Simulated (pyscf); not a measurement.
PySCF, gas phase, ωB97X-D3(BJ)/def2-SVP geometries.

Q: Estimate the classical barrier height and the reaction energy of CH₄ (SMILES C) + H₃C–In(CH₃)–Cl (SMILES [CH3][In]([CH3])[Cl]) -> H₃C–In(CH₃)–CH₃ (SMILES [CH3][In]([CH3])[CH3]) + HCl (SMILES Cl) at ωB97M-D3(BJ)/def2-TZVP. The step runs on the singlet surface, breaks C–H, Cl–In and forms C–In, Cl–H; take the separated reactants as zero.

A: ΔE‡ = 191.2 kJ/mol, ΔE = +175.6 kJ/mol. Zero-point energy shifts the barrier by -10.3 kJ/mol. It is a four-centre exchange, with an imaginary mode of 780i cm⁻¹. On the reactant side the descent ends in a complex, 17.7 kJ/mol under the separated species and 205.1 kJ/mol under the saddle at ωB97X-D3(BJ)/def2-TZVP. On the product side the descent ends in an adduct with a Cl–In contact, 29.0 kJ/mol under the separated species and 31.7 kJ/mol under the saddle at ωB97X-D3(BJ)/def2-TZVP. What is counted as broken (Cl–In) persists as a longer contact in the product adduct; parting that adduct is a step of its own. This is the saddle that the search found; another between the same sides may lie lower. Elements past Kr carry the def2 core potentials, without spin-orbit coupling.
